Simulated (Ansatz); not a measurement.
## Isomers

Structures of AlBSiH$_{5}$, doublet, relaxed at PBE0-D4/def2-TZVP (vibrations not checked; lower isomers may exist, and structures with a doubtful reference or unclear bonds are left out). Computed with Ansatz 0.2.0 (basis: def2-TZVPP); correlated methods freeze the cores; orbitals are unrestricted. B3LYP uses VWN-RPA correlation.

Q: Rank them by CCSD(T) energy, lowest first, and give each one's height above the lowest. Links in brackets join atoms within 1.22 times the sum of their covalent radii (1.1 for two metals). (Judge from chemistry; the value comes from the calculation.)
A.
AlBSiH₅ ([BH2][SiH][AlH2])
```
8
angstrom
B -1.0095 1.2762 -1.0578
Si 0.2928 0.6474 0.2623
Al 0.7344 -1.6730 0.8024
H -1.6561 0.4764 -1.6673
H -1.1726 2.4414 -1.2679
H 1.0766 1.6849 0.9958
H -0.0846 -2.7954 0.0382
H 1.8190 -2.0579 1.8943
```
B.
AlBSiH₅ ([BH2][Al][SiH3])
```
8
angstrom
B -1.2017 0.9519 -2.0066
Al -0.2570 0.2288 -0.3940
Si 0.9181 -0.7144 1.5401
H -0.7862 1.9361 -2.5485
H -2.1813 0.3993 -2.4188
H 0.5987 -0.0018 2.8071
H 2.3912 -0.6583 1.3294
H 0.5182 -2.1415 1.6914
```
C.
AlBSiH₅ ([BH][AlH][SiH3])
```
8
angstrom
B -1.8653 0.6166 -1.3266
Al 0.0144 0.9400 -0.6388
Si 0.8512 -0.7536 0.9296
H -2.9696 0.3673 -1.6893
H 0.8373 2.2119 -1.1135
H 1.1931 -0.1469 2.2488
H 2.0883 -1.4060 0.4106
H -0.1495 -1.8293 1.1793
```
D.
AlBSiH₅ ([AlH2][Si]1[H][BH2]1)
```
8
angstrom
Al -1.3170 1.1169 -1.4514
B 1.1329 -0.7618 1.3256
Si 0.1153 0.5160 0.3533
H -1.7446 -0.0008 -2.4842
H -1.7578 2.6339 -1.5036
H 0.4502 -1.1373 0.2059
H 0.6218 -1.2952 2.2647
H 2.3013 -0.8505 1.0915
```

A: Computed: A (0.000 eV), B (0.099 eV), D (0.363 eV), C (0.833 eV). Heights count from the lowest.

Q: Do PBE-D4, r2SCAN-D4, PBE0-D4, B3LYP-D4, wB97M-V, HF, MP2 give the same order? (A judgement: the text doesn't fix the answer.)

A: The calculation gives: Lowest first: PBE-D4 B < A < D < C; r2SCAN-D4 B < A < D < C; PBE0-D4 B < A < D < C; HF A < B < C < D. The others agree with CCSD(T).

T1 diagnostic: at most 0.021. ⟨S²⟩ of the unrestricted Hartree–Fock references: 0.76 to 0.79 (a pure state has 0.75).

For scale, one of the runs: CCSD(T)/def2-TZVPP, 185 basis functions, launched by `ansatz run in.yaml --threads 2 --pin off --events-out ev --progress --plain --max-ram 4352MiB`. Hardware: 2 CPU threads of an Arm Neoverse V1, shared host. Wall time 8.4 min; peak host memory 1.6 GiB.
